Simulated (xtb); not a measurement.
xtb input:

```bash
xtb mol.xyz --gfn 2 --sp --chrg -1 --uhf 0
```
mol.xyz:
```
9

C      1.17148061    -0.30103000    -0.02185938
C      0.00707414     0.65997832    -0.12802736
N     -1.27918118    -0.05648449     0.03431982
H      2.13081144     0.22925184     0.07838298
H      1.10795195    -1.02382691     0.85462919
H      1.26619138    -0.95524367    -0.90428970
H      0.08038441     1.35802371     0.72559417
H     -1.20429109    -0.82735961     0.73657031
H     -1.49810838    -0.53914382    -0.83180536
```

Q: Which total energy does the run end on?

A: -10.32103 Eh (GFN2-xTB).

It need not be the lowest isomer of its formula. Whether it binds its extra electron was not tested at this geometry.
